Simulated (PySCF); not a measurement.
# C2HF3O (trifluoroacetaldehyde): the cost of one run

Programs: PySCF 2.14.0, with routines of our own; each step states its level. All values are computed. Atoms count from 0.

## Step 1: The starting structure

7 atoms, charge 0, multiplicity 1; geometry from: GFN2-xTB.

## Step 2: Geometry optimisation at PBE0-D3(BJ)/def2-TZVP

What the job is given:

```
{"job": {"xc": "PBE0", "basis": "def2-TZVP", "d3": "d3bj", "grid": 2, "kind": "geom"}, "charge": 0, "multiplicity": 1}
O      1.473341    -0.986782    -0.655182
C      0.913399    -0.029614    -0.234818
C     -0.592109    -0.007525     0.137409
F     -0.741825     0.325855     1.427264
F     -1.201227    -1.170697    -0.058737
F     -1.231952     0.921541    -0.586794
H      1.383708     0.952126    -0.056220
```

Started as:

```
$ OMP_NUM_THREADS=1 python excited_run.py task.json out
```

This one command runs all jobs of the session in turn.

Q: Estimate the wall time and peak memory of this first job on 1 thread of Arm Neoverse V1, shared host.

About 62 s, with a peak of 0.83 GiB.
